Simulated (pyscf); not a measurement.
Structures and frequencies: ωB97X-D3(BJ)/def2-SVP in PySCF.

For HS–Ga(Cl)–Cl (SMILES [SH][Ga]([Cl])[Cl]) + H• (SMILES [H]) → [HS–Ga–Cl]• (SMILES [SH][Ga][Cl]) + HCl (SMILES Cl), an atom transfer (doublet surface; Cl–Ga broken, Cl–H formed), PBE/def2-TZVP gives ΔE‡ = 0.15 eV and ΔE = -0.36 eV (zero: the separated reactants). In which direction and how far do r²SCAN/def2-TZVP, B3LYP-D3(BJ)/def2-TZVP, ωB97M-D3(BJ)/def2-TZVP move these?

r²SCAN: ΔE‡ = 0.26 eV, ΔE = -0.27 eV; B3LYP-D3(BJ): ΔE‡ = 0.26 eV, ΔE = -0.41 eV; ωB97M-D3(BJ): ΔE‡ = 0.60 eV, ΔE = -0.29 eV. PBE's barrier lies under all of them, by 0.11 to 0.45 eV. Its reaction energy lies among theirs. On the product side the descent ends in a complex (not fully relaxed), 0.25 eV under the separated species and 1.04 eV under the saddle at ωB97X-D3(BJ)/def2-TZVP. At ωB97X-D3(BJ)/def2-TZVP the barrier from the zero used here is 0.71 eV. The same reactants have a lower exit, to •S–Ga(Cl)–Cl + H₂ (barrier +0.15 eV at ωB97M-D3(BJ)/def2-TZVP, against +0.60 eV here). This is the saddle that the search found; another between the same sides may lie lower. The angle at the transferred Cl is 179°. Elements up to Kr have no core potential and no relativistic terms here.
